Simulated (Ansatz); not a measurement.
Results of HSE06 (Ansatz, a program for electronic structure, PAW) for Na3Sb (P6₃/mmc, No. 194).

Numerical settings: plane-wave cutoff 460 eV, 6×6×4 k mesh (along the axes of the cell as run), Fermi–Dirac smearing 0.01 eV, scalar-relativistic PAW data made under PBE.

Cell (measured lattice):

```cif
data_Na6Sb2
_chemical_formula_sum 'Sb2 Na6'
_space_group_name_H-M_alt 'P 1'
_space_group_IT_number 1
_cell_length_a 5.35500
_cell_length_b 5.35500
_cell_length_c 9.49600
_cell_angle_alpha 90.000
_cell_angle_beta 90.000
_cell_angle_gamma 120.000
loop_
_space_group_symop_operation_xyz
  'x, y, z'
loop_
_atom_site_label
_atom_site_type_symbol
_atom_site_fract_x
_atom_site_fract_y
_atom_site_fract_z
_atom_site_occupancy
Sb1 Sb 0.33333 0.66667 0.25000 1
Sb2 Sb 0.66667 0.33333 0.75000 1
Na1 Na 0.00000 0.00000 0.25000 1
Na2 Na 0.00000 0.00000 0.75000 1
Na3 Na 0.33333 0.66667 0.58300 1
Na4 Na 0.66667 0.33333 0.08300 1
Na5 Na 0.33333 0.66667 0.91700 1
Na6 Na 0.66667 0.33333 0.41700 1
```

Question: Give the computed band gap.

Answer: 
- band gap = 0.97 eV (on the SCF k mesh)

Measured, for comparison: band gap 1.1 eV (temperature not stated, not corrected to a static lattice, compiled measured gap; kind and temperature not stated; as tabulated in Kothakonda et al. (2022), arXiv:2208.02841).

Note: cell and atoms aren't relaxed at this level.

Spin–orbit coupling is not included; with these elements it can move the gap by several tenths of an eV or more.

Computed values are for the static lattice.
